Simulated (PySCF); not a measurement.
## Stretching LiS⁺

Set-up: basis Li def2-TZVP, S def2-TZVP; no relativity; PySCF 2.14. Energies in eV from Li⁺ + S in their ground configurations at the same level. All curves are PBE0. state 1: ³Σ⁻ (triplet), unpaired electrons π ↑↑; state 2: Ms = 0 determinant of mixed spin (⟨S²⟩ near 1.0), unpaired electrons π ↑↓, a mixture of terms (⟨Lz²⟩ = 2.0), a second solution, started from another occupation; state 3: ³Π (triplet), unpaired electrons σ ↑, π ↑, a second solution, started from another occupation; state 4: Ms = 0 determinant of mixed spin (⟨S²⟩ near 1.0), unpaired electrons σ ↓, π ↑, a second solution, started from another occupation.

```csv
R (Å),state 1,state 2,state 3,state 4
2.110,-0.5775,-0.1650,0.1640,0.5728
2.208,-0.7157,-0.3025,0.0419,0.4452
2.306,-0.7903,-0.3767,-0.0347,0.3645
2.379,-0.8162,-0.4025,-0.0708,0.3259
2.453,-0.8232,-0.4094,-0.0936,0.3013
2.527,-0.8162,-0.4024,-0.1066,0.2869
2.625,-0.7913,-0.3776,-0.1130,0.2793
2.747,-0.7446,-0.3312,-0.1102,0.2813
2.894,-0.6776,-0.2648,-0.0987,0.2927
3.091,-0.5847,-0.1726,-0.0788,0.3130
```

Put a parabola through the three lowest points of the state 1 curve and estimate Re, k and ωe (reduced mass 5.753 u; 1 eV/Å² = 0.16022 mdyn/Å; ωe = 1302.8·√(k/μ) cm⁻¹).

Through R = 2.379, 2.453, 2.527 Å the second-order coefficient is 1.28 eV/Å², so Re ≈ 2.453 Å, k ≈ 0.410 mdyn/Å and ωe ≈ 348 cm⁻¹. A polynomial fit of higher order to the unrounded PBE0 energies gives Re = 2.449 Å, k = 0.421 mdyn/Å, ωe = 353 cm⁻¹; anharmonicity and rounding make the difference.

The higher-order fit for each curve: state 1: Re = 2.449 Å, ωe = 353 cm⁻¹, De = 0.82 eV; state 2: Re = 2.449 Å, ωe = 351 cm⁻¹, minimum 0.409 eV below the ground-state fragments; state 3: Re = 2.648 Å, ωe = 186 cm⁻¹, minimum 0.113 eV below the ground-state fragments; state 4: Re = 2.659 Å, ωe = 187 cm⁻¹, minimum 0.279 eV above the ground-state fragments.

For an ion De counts to the pair picked by the measured ionisation energies or electron affinities, which need not be the lowest pair at this level. The state was picked by a PBE0 search and need not be the measured ground state.
